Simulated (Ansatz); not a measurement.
Calculated with Ansatz (gas phase, PBE0-D4/def2-TZVP geometries, no zero-point term in ΔE). CCSD(T)/CBS adds triple-zeta CCSD(T) − MP2 to the extrapolated MP2 energy (def2 sets, frozen cores). This one scheme is used for every species. Double bonds are as drawn, so ΔE can hold a change between cis and trans. DFT in def2-TZVPP. B3LYP here is the variant with VWN-RPA as its local correlation; programs differ in this. Each species was taken in one conformer, which may not be the lowest.

Reaction (formal hydrolysis of a C–F bond): `F/C=C/Cl` + H₂O → `O/C=C\Cl` + H–F

```json
{"level": "BLYP-D4", "ΔE (kJ/mol)": "-31.5", "difference from CCSD(T)/CBS": "4.9"}
{"level": "r2SCANh-D4", "ΔE (kJ/mol)": "-35.9", "difference from CCSD(T)/CBS": "0.5"}
{"level": "CAM-B3LYP-D4", "ΔE (kJ/mol)": "-31.1", "difference from CCSD(T)/CBS": "5.3"}
{"level": "PBE-QIDH", "ΔE (kJ/mol)": "-39.1", "difference from CCSD(T)/CBS": "-2.7"}
{"level": "PBE", "ΔE (kJ/mol)": "-34.1", "difference from CCSD(T)/CBS": "2.3"}
{"level": "r2SCAN", "ΔE (kJ/mol)": "-34.8", "difference from CCSD(T)/CBS": "1.6"}
{"level": "B3LYP", "ΔE (kJ/mol)": "-28.7", "difference from CCSD(T)/CBS": "7.7"}
{"level": "CAM-B3LYP", "ΔE (kJ/mol)": "-29.2", "difference from CCSD(T)/CBS": "7.2"}
{"level": "MP2/def2-SVP", "ΔE (kJ/mol)": "-39.9", "difference from CCSD(T)/CBS": "-3.5"}
{"level": "CCSD/CBS(def2)", "ΔE (kJ/mol)": "-34.3", "difference from CCSD(T)/CBS": "2.1"}
{"level": "CCSD(T)/CBS", "ΔE (kJ/mol)": "-36.4", "difference from CCSD(T)/CBS": "0"}
```

Largest T1 diagnostic among the species: 0.012.

In def2-TZVPP, CCSD(T) changes the Hartree–Fock value by −9.9 kJ/mol (the triples alone add −2.1 kJ/mol) and MP2 by −16.5 kJ/mol. From BLYP to BHLYP (50 % exact exchange), in def2-TZVPP and without D4, ΔE moves by −3.2 kJ/mol.
